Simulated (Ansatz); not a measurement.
```yaml
crystal:
  periodic: [false, false, false]
  atoms:
    - {symbol: N, position_ang: [0.000000, 0.000000, -1.571754]}
    - {symbol: Si, position_ang: [0.000000, 0.000000, 0.037799]}
    - {symbol: O, position_ang: [0.000000, 0.000000, 1.533955]}
basis:
  gaussian: {orbitals: def2-TZVP}
magnetization: {spin_polarized: true, initial_magnetization: 1}
hamiltonian: {xc: pbe0}
relax: {f_tol: 0.004, max_steps: 80}
```

```sh
$ ansatz run in.yaml --threads 1 --pin off --events-out ev --progress --plain --max-ram 2176MiB
```

Steps of the relaxation (energy above the last step; positions in Å, forces in eV/Å):

```
3
step 1, 23.2 meV
N     0.000    0.000   -1.572    0.000    0.000   -1.210
Si    0.000    0.000    0.038    0.000    0.000    0.376
O     0.000    0.000    1.534    0.000    0.000    0.834
```

```
3
step 2, 5.9 meV
N     0.000    0.000   -1.584    0.000    0.000   -0.605
Si    0.000    0.000    0.040    0.000    0.000    0.223
O     0.000    0.000    1.543    0.000    0.000    0.382
```

```
3
step 3, 0.0 meV
N     0.000    0.000   -1.596    0.000    0.000   -0.035
Si    0.000    0.000    0.043    0.000    0.000    0.029
O     0.000    0.000    1.552    0.000    0.000    0.006
```

```
3
step 4, 0.0 meV
N     0.000    0.000   -1.596    0.000    0.000   -0.001
Si    0.000    0.000    0.044    0.000    0.000    0.002
O     0.000    0.000    1.553    0.000    0.000   -0.001
```

Close pairs at the end: Si2–O3 1.509 Å, N1–Si2 1.640 Å.

A stationary point of unrestricted PBE0 after 4 steps, with ⟨S²⟩ = 0.757 against 0.75 for a pure state; no frequencies were run, so it isn't proven a minimum. 13 s on 1 thread of Arm Neoverse V1, shared host.
